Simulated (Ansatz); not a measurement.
Process, species as SMILES: [SH] (SH) → H atom + S atom
B3LYP-D3(BJ)/def2-TZVP geometries, fixed; electronic energies without zero-point terms.
Largest species:
```xyz
2

S      0.0000     0.0000    -0.0793
H      0.0000     0.0000     1.2681
```
Charge 0, spin multiplicity 2.

Basis-set convergence of the atomisation energy at HF with Ansatz (a program for electronic structure). All functions are spherical. Open shells are unrestricted. No added dispersion term, no relativity. Functions are those of the species that has most. Reference: the value in aug-cc-pV(5+d)Z, 61.12 kcal/mol, itself unsure by roughly 0.04 kcal/mol (its mean distance from pcseg-4, aug-pcseg-3, aug-cc-pV(Q+d)Z). Deviations are taken from unrounded values.

```
basis            functions  atomisation energy (kcal/mol)  minus reference (kcal/mol)
---------------  ---------  -----------------------------  --------------------------
cc-pV(D+d)Z             28                          59.55                       -1.57
aug-cc-pV(D+d)Z         41                          60.31                       -0.80
cc-pV(T+d)Z             53                          60.80                       -0.32
jun-cc-pV(T+d)Z         62                          61.00                       -0.12
aug-cc-pV(T+d)Z         78                          60.97                       -0.15
cc-pV(Q+d)Z             94                          61.03                       -0.08
aug-cc-pV(Q+d)Z        135                          61.09                       -0.03
cc-pV(5+d)Z            155                          61.10                       -0.02
aug-cc-pV(5+d)Z        216                          61.12                        0.00
```

The smallest set listed that lies within 1 kcal/mol of the reference with all its larger relatives (same family, alike in diffuse functions; a set with none counts only in the reference's own line) is aug-cc-pV(D+d)Z (41 functions, -0.80 kcal/mol off).
